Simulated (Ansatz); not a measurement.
We consider hcp Lu, described by PBE (Ansatz, a quantum-chemistry and plane-wave program, plane waves, PAW).

Run with plane-wave cutoff 520 eV, 18×18×10 k mesh (along the axes of the cell as run), Fermi–Dirac smearing 0.05 eV, scalar-relativistic PAW data made under PBE.

Energies at three volumes about the minimum:

```json
[
 {"V (Å³/atom)": "28.513", "E − E_lowest (meV/atom)": "1.74"},
 {"V (Å³/atom)": "29.095", "E − E_lowest (meV/atom)": "0.00"},
 {"V (Å³/atom)": "29.677", "E − E_lowest (meV/atom)": "1.64"}
]
```

### Question
Fit a parabola by hand: where is the minimum, and what is the bulk modulus?

### Answer
Slopes: (0.00 − 1.74)/(29.095 − 28.513) = -2.990 and (1.64 − 0.00)/(29.677 − 29.095) = 2.818 meV/Å³. Curvature E″ = 2 × (2.818 − (-2.990))/(29.677 − 28.513) = 9.979 meV/Å⁶. From the middle of the first interval, the slope vanishes at V0 = 28.8040 − (-2.990)/9.979 = 29.104 Å³/atom. B = V0 E″ = 29.104 × 9.979 meV/Å³ × 0.1602 GPa per meV/Å³ = 46.5 GPa. The full Birch–Murnaghan fit to all volumes gives V0 = 29.095 Å³/atom and B0 = 46.4 GPa.

Shape and atoms are relaxed at each volume.

Measured, for comparison: bulk modulus 47.6 GPa (room temperature, not corrected to a static lattice; as tabulated in Wikipedia's data pages); equilibrium volume per atom 29.52 Å³/atom (room temperature, not corrected to a static lattice; as tabulated in Söderlind et al. (2014), doi:10.1088/0953-8984/26/41/416001). Computed less measured: bulk modulus -2.5 %, equilibrium volume per atom -1.4 %. A static lattice is as a rule a little smaller and stiffer than an uncorrected measurement, which can account for part of this in the equilibrium volume per atom.
